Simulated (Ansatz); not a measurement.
# BH3O2: a ladder of functionals and wavefunction methods

An exercise on one series of results from a longer session: the logs are not shown, and one member is left open.

Computed with Ansatz 0.2.0, Gaussian basis. Level: functionals in def2-TZVPP, the program's frozen cores in correlated methods.

Levels to be run: PBE-D4, r2SCAN-D4, PBE0-D4, B3LYP-D4, ωB97X-V, ωB97M-V, B2PLYP; CCSD(T)/def2-TZVPP; CCSD(T)/def2-QZVPP; extrapolation to the limit.

## The relaxed structure

An earlier PBE0-D4 in a triple-zeta def2 set relaxation fixed the geometry.

SMILES `OBO`, 6 atoms, charge 0, spin multiplicity 1.

Atoms are counted from 1 here; the program's logs count them from 0.

Bond lengths: O1–B2 1.364 Å, O1–H4 0.958 Å, B2–O3 1.353 Å, B2–H5 1.198 Å, O3–H6 0.963 Å. Angles: B2–O1–H4 113.2°, O1–B2–O3 119.3°, O1–B2–H5 122.3°, O3–B2–H5 118.4°, B2–O3–H6 112.3°.

As a file:

```xyz
6
BH3O2
O    -0.2734    0.4143   -0.9740
B     0.3070   -0.0801    0.1565
O    -0.4770   -0.4646    1.1905
H     0.3621    0.6587   -1.6484
H     1.4946   -0.1882    0.2708
H    -1.4133   -0.3401    1.0047
```

The first run:

File in.yaml:

```yaml
crystal:
  periodic: [false, false, false]
  atoms:
    - {symbol: O, position_ang: [-0.273405, 0.414282, -0.973972]}
    - {symbol: B, position_ang: [0.307041, -0.080093, 0.156472]}
    - {symbol: O, position_ang: [-0.476969, -0.464620, 1.190455]}
    - {symbol: H, position_ang: [0.362068, 0.658721, -1.648448]}
    - {symbol: H, position_ang: [1.494567, -0.188206, 0.270838]}
    - {symbol: H, position_ang: [-1.413301, -0.340075, 1.004655]}
basis:
  gaussian: {orbitals: def2-TZVPP}
hamiltonian: {xc: pbe, dispersion: d4}
output: {forces: true, orbitals: {seedname: orbitals}}
```

Command:

```console
$ ansatz run in.yaml --threads 2 --pin off --events-out ev --progress --plain --max-ram 32768MiB --backend cpu
```

Steps of the session up to this table: PBE-D4 (GGA); r2SCAN-D4 (meta-GGA); PBE0-D4 (hybrid); B3LYP-D4 (hybrid); ωB97X-V (range-separated); ωB97M-V (range-separated); B2PLYP (double hybrid); CCSD(T) in def2-TZVPP; CCSD(T) in def2-QZVPP.

One table of the session follows, with a row left open; its other results are not shown here.

| method | atomisation energy (kcal/mol) |
| --- | --- |
| PBE-D4 | 597.8 |
| r2SCAN-D4 | 588.9 |
| PBE0-D4 | 582.8 |
| B3LYP-D4 | 586.0 |
| ωB97X-V | 585.0 |
| ωB97M-V | 589.1 |
| B2PLYP | ? |
| HF/def2-TZVPP | 428.2 |
| MP2/def2-TZVPP | 589.1 |
| CCSD/def2-TZVPP | 563.3 |
| CCSD(T)/def2-TZVPP | 571.7 |
| MP2/CBS | 604.4 |
| CCSD(T)/CBS | 586.4 |

Q: Estimate the row for B2PLYP from the others.

As computed: atomisation energy (kcal/mol): 582.9. In the column «atomisation energy (kcal/mol)» it lies between PBE0-D4 (582.8) and ωB97X-V (585.0).
